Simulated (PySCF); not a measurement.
# Which functional comes closest?

Molecule: `O=C=S`, COS.

Bonds (- single, = double, # triple, : aromatic): O1=C2 1.156 Å, C2=S3 1.564 Å.

Geometry PBE0-D3(BJ)/def2-SVP throughout; GIAO in PySCF 2.14.0 with density-fitted response routines, gas phase, one conformer, non-relativistic; equivalent atoms averaged; basis pcSseg-2.

Reference values (HF/multiwavelet basis limit; gas (isolated, no vibration); Jensen, Fla, Jonsson, Monstad, Ruud, Frediani, PCCP 2016, 18, 21145): σ(O1) = 74.5 ppm, σ(C2) = 5.8 ppm, σ(S3) = 787.7 ppm.

How do the functionals HF, LDA, PBE, BLYP, BP86, OPBE, KT2, KT3, B97-D, B3LYP, PBE0, mPW1PW91, WP04, B97-2, BHandHLYP, CAM-B3LYP, wB97X-D, LC-wPBE perform against the reference? Times are CPU seconds on shared hosts with different chips, so compare them loosely; the GGAs took longer than the global hybrids here, which isn't the general rule, and the cause wasn't traced.

Answers


```tsv
functional	kind	O1	C2	S3	abs. error O	abs. error C	abs. error S	core-s
HF	Hartree–Fock	77.5	8.2	790.0	3.0	2.4	2.3	1.1
LDA	LDA	71.2	19.5	759.8	3.3	13.7	27.9	3.2
PBE	GGA	71.1	22.7	767.0	3.4	16.9	20.7	3.6
BLYP	GGA	70.3	17.4	760.4	4.2	11.6	27.3	3.8
BP86	GGA	71.5	22.6	763.8	3.0	16.8	23.9	4.1
OPBE	GGA	76.6	32.9	776.6	2.1	27.1	11.1	3.9
KT2	GGA	78.3	31.4	783.3	3.8	25.6	4.4	3.9
KT3	GGA	79.2	32.1	781.7	4.7	26.3	6.0	3.8
B97-D	GGA	78.4	25.8	768.1	3.9	20.0	19.6	3.7
B3LYP	global hybrid	71.2	14.1	764.5	3.3	8.3	23.2	2.1
PBE0	global hybrid	72.1	18.6	772.4	2.4	12.8	15.3	2.2
mPW1PW91	global hybrid	70.9	17.6	769.1	3.6	11.8	18.6	2.2
WP04	global hybrid	65.6	8.1	731.5	8.9	2.3	56.2	3.1
B97-2	global hybrid	75.8	21.6	773.1	1.3	15.8	14.6	3.1
BHandHLYP	global hybrid	73.1	10.1	772.3	1.4	4.3	15.4	2.8
CAM-B3LYP	range-separated hybrid	76.1	10.8	767.8	1.6	5.0	19.9	4
wB97X-D	range-separated hybrid	72.6	14.9	766.7	1.9	9.1	21.0	4.1
LC-wPBE	range-separated hybrid	80.7	12.1	771.8	6.2	6.3	15.9	6.3
```

For $^{17}$O the closest is B97-2 (1.3 ppm, with BHandHLYP, CAM-B3LYP practically level) and the furthest WP04 (8.9 ppm).

For $^{13}$C the closest is WP04 (2.3 ppm, with HF practically level) and the furthest OPBE (27.1 ppm).

For $^{33}$S the closest is HF (2.3 ppm) and the furthest WP04 (56.2 ppm). One molecule is a small sample, and the reference may use another geometry.
